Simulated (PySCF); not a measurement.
# Complexes of hydrogen chloride

Gas-phase complexes of hydrogen chloride, each in one structure from a short search with a few starts, optimised by PBE0-D3(BJ)/def2-SVPD or PBE0-D3(BJ)/def2-TZVPD; other ways of binding may lie lower. Energies in kcal/mol, PBE0-D3(BJ)/def2-TZVPD, counterpoise-corrected (PySCF): interaction is complex less parts frozen as they stand in it, binding adds what it costs to deform them. Contacts are written partner···hydrogen chloride; electrostatic, Pauli and orbital are terms of the uncorrected same energy, whose rest is dispersion or correlation.

4 other partners are left out, for which the search missed the form known or expected to bind best.

Frequency runs check only 5 of the 6 structures; these show no clear imaginary mode. 1 further partner within 0.25 kcal/mol of a listed one is not ranked.

**Question.** Order these partners of hydrogen chloride by binding energy, strongest first: acetonitrile, water, germylene GeH2, hydrogen cyanide, ammonia, chloride.

**Answer.** chloride (-26.9), ammonia (-10.5), germylene GeH2 (-8.1), acetonitrile (-6.5), water (-6.2), hydrogen cyanide (-5.1).
| partner | contact | distance (Å) | binding | interaction | electrostatic | Pauli | orbital |
| --- | --- | --- | --- | --- | --- | --- | --- |
| chloride | Cl···H | 1.57 | -26.9 | -45.4 | -46.3 | 69.9 | -68.5 |
| ammonia | N···H | 1.64 | -10.5 | -12.6 | -24.5 | 33.5 | -21.2 |
| germylene GeH2 | Ge···Cl | 2.73 | -8.1 | -8.1 | -14.4 | 20.7 | -13.6 |
| acetonitrile | N···H | 1.90 | -6.5 | -6.7 | -10.4 | 10.7 | -6.5 |
| water | O···H | 1.81 | -6.2 | -6.4 | -11.6 | 12.4 | -6.8 |
| hydrogen cyanide | N···H | 2.00 | -5.1 | -5.2 | -7.7 | 7.3 | -4.4 |
